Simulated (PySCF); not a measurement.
## Which orbitals make which state

Species: 2-methyl-1-pentene, C6H12.
Z-matrix (Å and degrees, PBE0-D3(BJ)/def2-SVP geometry), rows numbered from 1:
```
C 
C   1  1.3383
C   2  1.5001  1  121.84
C   2  1.5066  1  121.66  3  -179.94
C   4  1.5316  2  114.45  1  -118.08
C   5  1.5196  4  113.47  2    60.22
H   1  1.0940  2  121.60  3     0.37
H   1  1.0939  2  121.25  3  -179.89
H   3  1.0988  2  111.74  1    -3.07
H   3  1.1028  2  111.34  1   117.66
H   3  1.1034  2  110.86  1  -124.05
H   4  1.1026  2  109.07  1     4.60
H   4  1.1055  2  108.63  1   120.35
H   5  1.1030  4  108.35  2  -177.59
H   5  1.1039  4  109.70  2   -62.94
H   6  1.1007  5  111.53  4   179.24
H   6  1.1022  5  111.10  4    59.09
H   6  1.1014  5  111.42  4   -60.13
```

Theory: PySCF, TDDFT wB97X-D/def2-SVPD, vertical, gas phase, core orbitals frozen in the response.

Orbital energies (eV): HOMO-3 -11.61, HOMO-2 -11.18, HOMO-1 -10.91, HOMO -8.88, LUMO 2.14, LUMO+1 2.36, LUMO+2 3.06.

Computed singlets:

```tsv
state	E (eV)	f
S1	7.07	0.247
S2	7.18	0.152
S3	8.06	0.022
S4	8.08	0.0042
S5	8.26	0.016
S6	8.61	0.030
S7	8.66	0.0025
S8	8.79	0.015
S9	9.01	0.011
S10	9.09	0.0029
```

Problem. Which orbital pair leads each of S1 and S2, and how does its energy difference Δε compare with the excitation energy?

Solution. 

```tsv
state	leading configuration	weight	Δε (eV)	E (eV)	E − Δε (eV)	f	other configurations
S1	HOMO→LUMO	0.85	11.02	7.07	-3.95	0.247	–
S2	HOMO→LUMO+1	0.81	11.24	7.18	-4.06	0.152	–
```

E − Δε runs from -4.06 to -3.95 eV. Among themselves, these states come in the order of their orbital differences.

H and L stand for HOMO and LUMO. The other states: S3 8.06 eV, f 0.022, H→L+3 (62%), H→L+2 (15%); S4 8.08 eV, f 0.0042, H-1→L (58%), H-4→L (11%), H-1→L+1 (10%); S5 8.26 eV, f 0.016, H→L+2 (40%), H→L+4 (19%), H→L+3 (10%); S6 8.61 eV, f 0.030, H→L+4 (56%), H→L+2 (9%), H→L+3 (8%); S7 8.66 eV, f 0.0025, H-2→L (58%), H-4→L (10%); S8 8.79 eV, f 0.015, H→L+6 (41%), H→L+5 (22%); S9 9.01 eV, f 0.011, H→L+6 (26%), H→L+5 (21%), H→L+7 (16%); S10 9.09 eV, f 0.0029, H-1→L+1 (20%), H-1→L (18%), H-5→L (12%).

Triplets (Tamm–Dancoff): T1 4.41 eV, H→L (71%), H→L+1 (16%); T2 7.11 eV, H→L+1 (67%), H→L (15%), H→L+2 (13%); T3 7.70 eV, H-1→L (57%), H-4→L (13%), H-1→L+1 (10%); T4 8.02 eV, H→L+3 (55%), H→L+2 (23%).

Summed over the main configurations (up to three a state, each over 8%) of all 10 singlets, the electron leaves HOMO with weight 5.12, HOMO-1 with weight 1.05, HOMO-2 with weight 0.58 and HOMO-4 with weight 0.21.

One conformer stands for the species.
